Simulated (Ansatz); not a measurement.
Results of r²SCAN (plane waves, PAW; Ansatz, a quantum-chemistry and plane-wave program) for rock-salt PbTe.

Total energies, extrapolated to zero smearing (they compare only within this program, potentials and cutoff; free atoms with spin allowed, lowest state found):

```tsv
system	energy (eV/atom)
rock-salt PbTe, relaxed	-9458.3437
free Te atom	-6992.5534
free Pb atom	-11918.0358
```

**Question.** Work out the cohesive energy per atom.

**Answer.** E_coh = [1 × (-6992.5534) + 1 × (-11918.0358)]/2 − (-9458.3437) = 3.05 eV/atom. The reference value is 2.41 ± 0.03 eV/atom (derived here from tabulated measurements, brought to a static lattice with a Debye model, atoms in their spin–orbit ground levels; inputs from the CRC Handbook), not set against a level without spin–orbit coupling.

Spin–orbit coupling, which matters for such heavy atoms, is left out.

The PAW data were made under PBE.
